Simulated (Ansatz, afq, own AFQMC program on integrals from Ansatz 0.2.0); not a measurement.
**Ga, doublet in cc-pVTZ, levels against full CI**

A free Ga atom.

Basis cc-pVTZ. Only valence electrons are correlated. AFQMC by an in-house program on the Cholesky factors that Ansatz 0.2.0 writes for its CCSD(T) run. ph-AFQMC/CISD is guided by a CISD state made of CCSD amplitudes; releasing the constraint for a short imaginary time cuts its bias at the price of noise, slowly where states lie close. Free projection: walkers drawn from exp(T), propagated without any constraint. Its projection time is finite, and what remains of the start isn't in its error. Error bars are statistical, one sigma. No spin–orbit coupling.

Determinant: UHF, the one that the program's search chose, which needn't be the lowest solution.

Full CI on the same integrals is exact in this basis and with this determinant's frozen core.

Cautions: no relativity below Rb; no spin-orbit coupling; inner d shell frozen.

The T1 diagnostic is 0.0134, the weight of the determinant in the CISD state is 0.944 and the ⟨S²⟩ of the determinant is 0.763. The size of the correlated space is 3 electrons in 29 orbitals.

Reference: full CI, correlation energy -1.298 eV. The released energy is read at 1.50 1/Eh (meV from the phaseless value at times in 1/Eh: -0.8 ± 0.8 at 0.24, -0.8 ± 0.5 at 0.50, -2.3 ± 0.4 at 1.00, -2.5 ± 0.3 at 1.50).

```
         level  E − E(reference) (kcal/mol)  share of correlation (%)
            HF                        29.93                      0.00
           MP2                         8.98                     69.99
          CCSD                         0.73                     97.57
       CCSD(T)                         0.19                     99.36
   ph-AFQMC/HF                  1.42 ± 0.19                     95.26
 ph-AFQMC/CISD                  0.07 ± 0.01                     99.77
released AFQMC                 0.01 ± 0.007                     99.96
    free AFQMC                 0.00 ± 0.005                    100.00
```

Free projections are given only where their last times agree within the noise and don't stop above the reference; a slow remainder of the start can still hide under it. A walk keeps the symmetry of its determinant, which the program's search chose and which needn't be the lowest solution, so a lower state of the same spin and another symmetry isn't excluded. Released energies are given only where the last usable release times agree within the noise; a slower fall can still hide under it.
